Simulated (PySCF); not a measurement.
H7NSi2, SMILES [SiH3]N[SiH3], point group C1.

Level: B3LYP/pcSseg-1 in PySCF (density fitting, grid level 2); geometry and Hessian at that level, cubic constants and property derivatives from steps of ±0.6 along each species' dimensionless normal coordinates, second-order vibrational perturbation theory. The parent has the commonest isotopes.

Equilibrium geometry (Å):

```
atom        x        y        z
 Si1  -0.0073   0.9189  -1.0334
  N2  -1.5274   0.8665  -0.1815
 Si3  -1.8682   0.7231   1.5222
  H4   1.0397   1.3227  -0.0612
  H5  -0.0830   1.9055  -2.1452
  H6   0.3866  -0.3894  -1.6309
  H7  -2.3466   0.8110  -0.7818
  H8  -2.1920  -0.6676   1.9521
  H9  -3.0352   1.5764   1.8758
 H10  -0.6624   1.1712   2.2636
```

Question: Give the equilibrium and ground-state rotational constants (MHz) of parent; ²H at 5.

Answer: 
| species | Ae | Be | Ce | A0 | B0 | C0 | Δ0 (u Å²) | harmonic ZPE (cm⁻¹) |
| --- | --- | --- | --- | --- | --- | --- | --- | --- |
| parent | 25394 | 2925.4 | 2790.3 | 25221 | 2907.4 | 2776.2 | -11.824 | 14574 |
| ²H at 5 | 24024 | 2812 | 2691.5 | 23857 | 2796.2 | 2678 | -13.210 | 14069 |

Δ0 = Ic − Ia − Ib from the ground-state constants.

Question: How is the parent's vibrational correction B0 − Be made up?

Answer: 
```json
{"axis": "a", "harmonic": "88.5", "Coriolis": "-617", "cubic": "356", "total (MHz)": "-172"}
{"axis": "b", "harmonic": "3.27", "Coriolis": "-6.43", "cubic": "-14.8", "total (MHz)": "-18"}
{"axis": "c", "harmonic": "2.48", "Coriolis": "-3.55", "cubic": "-13", "total (MHz)": "-14.1"}
```

Question: And its quartic centrifugal distortion constants from the harmonic force field?

Answer: Asymmetric top, A reduction, Ir representation: ΔJ = 1.06 kHz, ΔJK = -13.8 kHz, ΔK = 277 kHz, δJ = 0.121 kHz, δK = -55.5 kHz.

A mode lies under 250 cm⁻¹, where this perturbation treatment is rough. Internal rotors are held in one well.
